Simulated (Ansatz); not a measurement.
Species: C$_{2}$H$_{2}$F, charge -1, multiplicity 1. It need not be the lowest isomer of its formula. Whether it binds its extra electron was not tested at this geometry. 
Coordinates optimised at B3LYP-D3(BJ)/def2-TZVP (Ansatz, a quantum-chemistry and plane-wave program):
```
C
C 1 1.3490
H 1 1.0873 2 118.64
H 1 1.0958 3 117.14 2 -180.00
F 2 1.4671 1 107.68 3 -180.00
```
Charge -1, spin multiplicity 1.

Basis-set convergence of Hartree-Fock and CCSD correlation energies (hartree) with Ansatz. Correlated levels leave the core frozen unless marked. Spin-orbit coupling is left out. Non-relativistic.

```
basis        functions       E(HF)  E(corr, CCSD)
-----------  ---------  ----------  -------------
aug-cc-pVDZ         87  -176.26762       -0.51293
aug-cc-pVTZ        184           ?              ?
```

### Question
Fill in the missing entries.

### Answer

- aug-cc-pVTZ, E(HF): -176.31068
- aug-cc-pVTZ, E(corr, CCSD): -0.61198
